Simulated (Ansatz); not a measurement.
## Active spaces for BH₄N, singlet

Computed with Ansatz's Gaussian-basis code (development build); NEVPT3, NEVPT4(SD), MRCISD by development code. Basis cc-pV(T+d)Z, nonrelativistic, 2 orbitals frozen in the corrections. State-specific CASSCF; RHF is the lowest restricted (open-shell) Hartree–Fock solution met. Letters tell apart solutions met in one space. No symmetry is imposed, so a solution can break that of the shape. No proof that the lowest CASSCF solution was found.

Geometry:

```xyz
6

B     0.0000    0.0000   -0.7800
N     0.0000    0.0000    0.6125
H     0.0000    1.0455   -1.3584
H     0.0000   -1.0455   -1.3584
H     0.0000    0.8463    1.1647
H     0.0000   -0.8463    1.1647
```

CASSCF less RHF, in eV, and natural occupations:

```tsv
CAS	CASSCF	occupations
(2,2) a	-0.482	1.98, 0.02
(2,2) b	-0.429	1.98, 0.02
```

(1) What totals less RHF do the corrections give on each solution?

(2) How do single-reference totals in the same basis and frozen core stand against SC-NEVPT2 in CAS(2,2) a?

(3) Roughly how much CPU time does a whole run from the default start take (median of such runs, summed over threads; nearly all runs on one pinned thread of a shared server, mostly Xeon at 2.3 to 2.6 GHz, by a development driver)?

## Answers

(1) 

```csv
CAS,SC-NEVPT2,FIC-NEVPT2,NEVPT3,NEVPT4(SD),MRCISD
"(2,2) a",-8.855,-8.857,-9.393,-9.721,-8.906
"(2,2) b",-8.851,-8.855,-9.382,-9.722,-8.920
```

(2) CCSD(T) -1.023 eV. Coupled cluster stands on the determinant that it favours, which can lie over the RHF solution above, and is in doubt where the occupations are far from 0, 1 and 2.

(3) CAS(2,2) b: about 4.3 s. Other jobs ran beside these, and the count of passes differs.
